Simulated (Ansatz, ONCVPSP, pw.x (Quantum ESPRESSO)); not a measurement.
**From atom to crystal: ONCV potential for molybdenum**

Mo (Z = 42), optimised norm-conserving Vanderbilt (ONCV), made with ONCVPSP 4.0.1.1 (patched build) (PBEsol, scalar-relativistic). Core [Ar] 3d10, reference 4s2 4p6 4d5 5s1. Waves: 4s+5s: rc 1.55 bohr, ncon 3, nbas 7, qcut 8 1/bohr, 2 projectors; 4p: rc 1.45 bohr, ncon 3, nbas 7, qcut 11.1 1/bohr, 2 projectors, debl 0.5 Ha; 4d: rc 1.45 bohr, ncon 3, nbas 8, qcut 13.2 1/bohr, local. Local part: the d channel. Core correction: none.

In the p channel the program set the typed energies aside and used -1.413, 0.250 Ha.

Crystal test: bcc Mo in pw.x 7.5, no spin, 15³ k-points, Fermi–Dirac smearing 0.01 Ry, cutoffs 105/420 Ry. The reference is all-electron LAPW (Ansatz 0.2.0) with the same functional, mesh and smearing; V0 and B0 come from Birch–Murnaghan fits to the pressures at five volumes. Errors are pseudo minus all-electron; Δ is the rms difference of the E(V) curves that follow from these fits, minima aligned, over ±6 % about the mean V0. Mesh and smearing are coarse, so the numbers serve the comparison and aren't converged zero-temperature values; the lattice is a test structure that the element need not adopt.

All-electron: a0 = 3.131 Å (V0 = 15.34 Å³/atom), B0 = 279.7 GPa.

How far does the potential miss the all-electron equation of state?

mean pressure error (GPa): +0.66; a0 (Å): 3.133; a0 error (%): +0.08; B0 error (%): -0.0; Δ (meV/atom): 2.2.

```
V (Å³/atom)  P all-electron (GPa)  P pseudo (GPa)
     14.561                 16.26           17.07
     14.944                  7.74            8.47
     15.327                  0.24            0.90
     15.710                 -6.34           -5.75
     16.093                -12.13          -11.59
```

At the middle volume, how do free energy and pressure move when the wave cutoff is lowered (ecutrho kept at four times it)?

```
cutoff (Ry)  shift of F (meV/atom)  shift of P (GPa)
         47                +2673.2            -81.66
         63                 +493.9            -25.57
         84                  +27.1             -2.48
```

The run at the middle volume (120 k-points, 8 iterations) took about 20 s on one core of a shared host (Intel(R) Xeon(R) 6975P-C, 192 threads, 378 GiB, load 68).
